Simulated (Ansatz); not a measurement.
# ClH4OSi: the cost of one run

All numbers below are computed with Ansatz 0.2.0 (UKS PBE-D4/6-31G*).

## 1. The structure to begin with

Bond lengths: Si1–H3 1.460 Å, Si1–H4 1.459 Å, Si1–O5 1.679 Å, O5–H6 1.010 Å. Angles: H3–Si1–H4 109.5°, H3–Si1–O5 109.5°, H4–Si1–O5 109.5°, Si1–O5–H6 109.5°.

Structure file:

```xyz
7

Si    0.0000    0.0000    0.0000
H     0.0000    0.0000    1.7100
H     1.3768    0.0000   -0.4862
H    -0.6877    1.1914   -0.4862
O    -0.7913   -1.3709   -0.5594
H    -1.2459   -1.8365    0.2129
Cl    0.0000    0.0000    3.3800
```

## 2. A restrained relaxation towards end A

Springs on the bonds that form and break draw the guess towards this end; the thresholds are loose.

Input file input.yaml:

```yaml
crystal:
  periodic: [false, false, false]
  atoms:
    - { symbol: Si, position_ang: [0.0, 0.0, 0.0] }
    - { symbol: H, position_ang: [0.0, 0.0, 1.71] }
    - { symbol: H, position_ang: [1.3768, 0.0, -0.4862] }
    - { symbol: H, position_ang: [-0.6877, 1.1914, -0.4862] }
    - { symbol: O, position_ang: [-0.7913, -1.3709, -0.5594] }
    - { symbol: H, position_ang: [-1.2459, -1.8365, 0.2129] }
    - { symbol: Cl, position_ang: [0.0, 0.0, 3.38] }
magnetization:
  spin_polarized: true
  initial_magnetization: 1
basis:
  gaussian: { orbitals: "6-31G*" }
hamiltonian:
  xc: pbe
  dispersion: d4
relax:
  f_tol: 0.15
  max_steps: 25
  restrain:
    - { distance: [1, 6], at: 2.57, k: 30.0 }
    - { distance: [0, 1], at: 1.46, k: 30.0 }
output:
  orbitals: {}
```

The run is started by

```
$ ansatz run input.yaml --threads 1 --pin off --max-ram 2048MiB --backend cpu --events-out ev --progress --plain --runs-dir out
```

What time and memory should one allow on 1 thread of AMD EPYC 9R45 (Zen 5), shared host?

About 32 s, with a peak of 0.17 GiB.
